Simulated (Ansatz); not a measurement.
# H4N2Si: the cost of one run

Method: RKS PBE0-D4/def2-TZVPD; program: Ansatz 0.2.0.

## Step 1: Where the work starts

7 atoms, charge 0, spin multiplicity 1.

Atoms are counted from 1 here; the program's logs count them from 0.

Bond lengths: N1–N2 1.111 Å, Si3–H4 1.500 Å, Si3–H5 1.500 Å, Si3–H6 1.502 Å, Si3–H7 1.501 Å. Angles: H4–Si3–H5 109.7°, H4–Si3–H6 109.4°, H4–Si3–H7 109.6°, H5–Si3–H6 109.3°, H5–Si3–H7 109.6°, H6–Si3–H7 109.3°.

As a file:

```
N     0.0123    0.0689   -3.3708
N     0.2591   -0.1913   -2.3190
Si   -0.0534    0.0238    1.1355
H     0.8097   -1.1852    0.9255
H     0.6319    1.2364    0.5775
H    -0.2880    0.2192    2.6058
H    -1.3716   -0.1717    0.4455
```

This geometry comes from a loose relaxation at PBE in a small basis, which is not shown.

## Step 5: Plan of the scan

First coordinate, separation of Si3 and N2 along their line in the relaxed pair: 11 values from 3.026 to 4.426 Å. Second coordinate, sideways slip of N1, N2: 11 values from −1.5 Å.

Nothing else is relaxed (both partners rigid). Energies count from the two partners far apart, frozen as in the relaxed pair, each in its own basis (no counterpoise correction). Points are written as (first, second).

(The set-up runs are not shown.)

## Step 6: The run at (3.557 Å, 0.0 Å)

Input file input.yaml:

```yaml
crystal:
  periodic: [false, false, false]
  atoms:
    - { symbol: "N", position_ang: [0.213098, -0.123316, -3.454083] }
    - { symbol: "N", position_ang: [0.153971, -0.092013, -2.366831] }
    - { symbol: Si, position_ang: [-0.074417, 0.043673, 1.180235] }
    - { symbol: H, position_ang: [0.757086, -1.122222, 0.789179] }
    - { symbol: H, position_ang: [0.55184, 1.292665, 0.678775] }
    - { symbol: H, position_ang: [-0.173045, 0.103071, 2.661277] }
    - { symbol: H, position_ang: [-1.434385, -0.098282, 0.602322] }
basis:
  gaussian: { orbitals: def2-TZVPD }
hamiltonian:
  xc: pbe0
  dispersion: d4
output:
  forces: true
```

The run is started by

```console
$ ansatz run input.yaml --threads 1 --pin off --max-ram 2560MiB --backend cpu --events-out ev --progress --plain --runs-dir out
```

Q: Estimate wall time and peak memory on 1 thread of Arm Neoverse V2, shared host.

About 3.3 s, with a peak of 0.24 GiB.
